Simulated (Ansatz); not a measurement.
**Scan of [SiH₃···H···H], doublet**

Starting geometry:

```yaml
atoms:
  - { symbol: Si, position_ang: [-0.0870, 0.0000, 0.0000] }
  - { symbol: H, position_ang: [-0.5819, 1.3997, 0.0000] }
  - { symbol: H, position_ang: [-0.5819, -0.6999, 1.2122] }
  - { symbol: H, position_ang: [-0.5819, -0.6999, -1.2122] }
  - { symbol: H, position_ang: [1.3976, 0.0000, 0.0000] }
  - { symbol: H, position_ang: [2.7730, 0.0000, 0.0000] }
```

From there H5 is moved from one fragment to the other while all else, the fragments' distance too, stays fixed, so the hump isn't the reaction's barrier; atoms are numbered as listed. Energies are in eV, counted from the starting geometry at the same level. Kohn–Sham curves are unrestricted where that lies lower.

Basis cc-pVTZ; Ansatz 0.2.0. Correlated methods freeze the noble-gas cores. Prefix R: restricted or restricted open-shell reference; prefix U: unrestricted.

Full CI isn't at hand for all of this; UCCSDT(Q) serves as the reference, and is uncertain by about the last step of the cluster series.

| distance Si1-H5 (Å) | PBE0 |
| --- | --- |
| 1.485 | 0.000 |
| 1.575 | -0.022 |
| 1.755 | -0.036 |
| 1.935 | -0.262 |
| 2.115 | -0.453 |

Task: Estimate the UCCSDT(Q) curve in cc-pVTZ from this one, knowing how PBE0 errs.

Result: The computed UCCSDT(Q) values, in eV from the starting point, and the error of PBE0 against them:
```
distance Si1-H5 (Å)  UCCSDT(Q)  PBE0 less UCCSDT(Q)
              1.485      0.000                0.000
              1.575      0.016               -0.038
              1.755      0.061               -0.098
              1.935     -0.182               -0.080
              2.115     -0.445               -0.008
```

The error spans 0.098 eV and is largest, -0.098 eV, at 1.755 Å.
